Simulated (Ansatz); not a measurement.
**How the smallest direct gap on the k points sampled of SrFCuTe (P4/nmm, No. 129; structure not from a measured cell) moves with the method**

No measured value is used here.

```csv
level (code),value (eV)
LDA (Ansatz),1.42
PBEsol (Ansatz),1.43
r²SCAN+SOC (Ansatz),?
```

Task: Some entries are withheld; supply them.

Result: 
- r²SCAN+SOC (Ansatz, a first-principles code), value (eV): 1.62

Computed values are for a static lattice. Levels without +SOC have no spin–orbit coupling; where heavier elements are present it shifts gaps, mostly down, and can invert bands.  Values are at the PBEsol cell. Cutoffs differ between the levels. Ansatz's density-functional and Hartree–Fock values are scalar-relativistic unless marked +SOC, with PAW data made under PBE.
